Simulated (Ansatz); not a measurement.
Zinc-blende BeSe was calculated with PBE (Ansatz, a program for electronic structure, PAW).

Run with plane-wave cutoff 520 eV, 12×12×12 k mesh, Fermi–Dirac smearing 0.01 eV, scalar-relativistic PAW data made under PBE.

The cell is scaled about its equilibrium volume:

```tsv
V (Å³/atom)	P (GPa)	direct gap at Γ (eV)	smallest gap on the k mesh (eV)
16.308	5.25	4.686	2.538
16.655	3.33	4.526	2.586
17.002	1.59	4.372	2.632
17.349	0.01	4.223	2.674
17.696	-1.42	4.081	2.714
18.043	-2.72	3.943	2.752
18.390	-3.90	3.810	2.787
```

The fundamental gap (2.67 eV at the equilibrium volume, with added k points) lies elsewhere than Γ–Γ.

Spin–orbit coupling is not included.
